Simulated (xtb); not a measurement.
LiF, SMILES [F][Li]. All values are semi-empirical tight-binding results from xtb (GFN2-xTB unless named), good for trends rather than for accurate numbers. Geometry optimised at GFN2-xTB.

Optimised geometry:

```xyz
2

Li     0.0000     0.0000    -1.1404
F      0.0000     0.0000     0.3801
```
Charge 0, spin multiplicity 1.

For metal compounds this method's bond lengths and energies can be far off.

Question: Estimate the properties. (An estimate is asked for; the answer gives what the named calculation found.)

Answer: 
| Property | Result |
|---|---|
| point group as xtb finds it | C∞v |
| orbital gap | 5.17 eV |

Computed IR lines (harmonic; lines under 4 % of the strongest left out, lines within 3 cm⁻¹ merged):
ν (cm⁻¹): 894 (vs) (against the strongest line: vs over 80 %, s over 45 %, m over 15 %, w over 4 %, vw less)

Computed atomic charges and the Wiberg bond orders between heavy atoms:
charges (e) Li1 0.59, F2 -0.59. Bond orders Li1–F2 0.76.
